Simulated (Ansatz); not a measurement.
# AlH5N2: the cost of one run

All numbers below are computed with Ansatz 0.2.0 (UKS B3LYP-D4/def2-SVP).

1 further run of the same task is left out (it didn't finish).

## 1. The starting structure

Bond lengths: N1–Al2 1.872 Å, Al2–N3 1.894 Å, N1–H4 0.994 Å, N1–H5 1.096 Å, Al2–H6 1.613 Å, N3–H7 1.017 Å, N3–H8 1.116 Å. Angles: N1–Al2–N3 118.0°, N1–Al2–H6 121.0°, N3–Al2–H6 121.0°, Al2–N1–H4 107.4°, Al2–N1–H5 107.4°, H4–N1–H5 103.1°, Al2–N3–H7 109.2°, Al2–N3–H8 105.4°, H7–N3–H8 104.8°.

As a file:

```xyz
8

N    -0.7554    0.5054   -1.2975
Al    0.1521    0.4511    0.3392
N     0.6553   -1.2421    1.0228
H    -1.6346    0.0609   -1.1652
H    -1.0312    1.5497   -1.4848
H     0.5117    1.8072    1.1349
H     0.4235   -1.9600    0.3410
H     1.7707   -1.2293    1.0539
```

## 2. Relaxing end A

File input.yaml:

```yaml
crystal:
  periodic: [false, false, false]
  atoms:
    - { symbol: "N", position_ang: [-0.7554, 0.5054, -1.2975] }
    - { symbol: Al, position_ang: [0.1521, 0.4511, 0.3392] }
    - { symbol: "N", position_ang: [0.6553, -1.2421, 1.0228] }
    - { symbol: H, position_ang: [-1.6346, 0.0609, -1.1652] }
    - { symbol: H, position_ang: [-1.0312, 1.5497, -1.4848] }
    - { symbol: H, position_ang: [0.5117, 1.8072, 1.1349] }
    - { symbol: H, position_ang: [0.4235, -1.96, 0.341] }
    - { symbol: H, position_ang: [1.7707, -1.2293, 1.0539] }
magnetization:
  spin_polarized: true
basis:
  gaussian: { orbitals: def2-SVP }
hamiltonian:
  xc: b3lyp
  dispersion: d4
relax:
  f_tol: 0.02
  max_steps: 50
```

Command:

```console
> ansatz run input.yaml --threads 2 --pin off --max-ram 3072MiB --backend cpu --events-out ev --progress --plain --runs-dir out
```

What time and memory should one allow on 2 threads of AMD EPYC 7R43 (Zen 3), shared host?

About 17 s, with a peak of 0.18 GiB.
